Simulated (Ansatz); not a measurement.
## Property card for TiN

These are results of DFT PBEsol, scalar-relativistic, plane waves, PAW (Ansatz 0.2.0), not measurements.

Plane waves to 420 eV, a k mesh through Γ of 18×18×18 on the computed 2-atom cell and Gaussian smearing (0.10 eV); no spin polarisation.

The structure is relaxed at this level of theory with its symmetry kept.

Symmetry: Fm-3m, No. 225, cubic system. Conventional cell: a = 4.204 Å, b = 4.204 Å, c = 4.204 Å, α = 90.00°, β = 90.00°, γ = 90.00°. Ti (site symmetry m-3m) has 6 N at 2.10 Å as nearest neighbours. N (site symmetry m-3m) is surrounded by 6 Ti at 2.10 Å.

| Quantity | Value |
| --- | --- |
| Volume per atom | 9.29 Å³ |
| Formation energy from the elements' standard states (uncorrected) | -1.927 eV/atom |
| Kohn–Sham band gap | none (metal) |
| Density of states at the Fermi level | 0.80 states/eV per cell |
| Löwdin character within 0.5 eV of the Fermi level | Ti 3d 84 %, N 2p 14 % |
| Bulk modulus | 300 GPa |
| Its pressure derivative | 4.2 |
| Bader charges (e) | Ti (1 in the cell) 1.72, N (1 in the cell) -1.72 |

Spin polarisation was left out, and a magnetic state may lie lower.

A ferromagnetic start lost its moments in a first run, so spin was left out; other magnetic orders weren't tried.